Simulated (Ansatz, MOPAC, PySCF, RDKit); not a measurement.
Dimer: CH2O2 (SMILES O=CO) (first 5 atoms) with CH2O2 (SMILES O=CO); geometry from S22 set.
(charge 0, multiplicity 1):
```xyz
10

C     -1.88890    -0.17969     0.00000
O     -1.49328     1.07369     0.00000
O     -1.17043    -1.16659     0.00000
H     -2.97949    -0.25883     0.00000
H     -0.49883     1.10719     0.00000
C      1.88890     0.17969     0.00000
O      1.49328    -1.07369     0.00000
O      1.17043     1.16659     0.00000
H      2.97949     0.25883     0.00000
H      0.49883    -1.10719     0.00000
```

Interaction energies are E(AB) − E(A) − E(B) at the monomers' geometry in the complex; basis-set methods are counterpoise corrected. Rows marked so take none.

Rows in 6-31G* carry no dispersion term and start afresh at each structure (6-31G* with six Cartesian d functions). The state reached by PM6 isn't checked.

Run with Ansatz (Gaussian orbitals); MOPAC for PM6 (differences of heats of formation); PySCF for 6-31G* rows, the dispersion terms; RDKit for the force fields. Values without a source in brackets are computed.

One of these levels gives -20.99 kcal/mol for the interaction energy. Name it.
(A) revPBE-D4/def2-TZVPPD
(B) PM6
(C) MMFF94
(D) BP86/6-31G* (no counterpoise)

D, BP86/6-31G* (no counterpoise). The others give -16.00 (MMFF94), -11.14 (PM6), -18.00 (revPBE-D4/def2-TZVPPD)

Ansatz is an electronic-structure program.
